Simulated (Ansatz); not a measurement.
A geometry relaxed with Ansatz (a first-principles code) with PBE0-D3(BJ)/def2-TZVP, charge 0, multiplicity 2:

```xyz
3

N     -0.0023     0.4257     0.0000
H      0.8053    -0.2085     0.0000
H     -0.8030    -0.2172     0.0000
```

**Question.** Write the SMILES of this molecule.

**Answer.** `[NH2]`
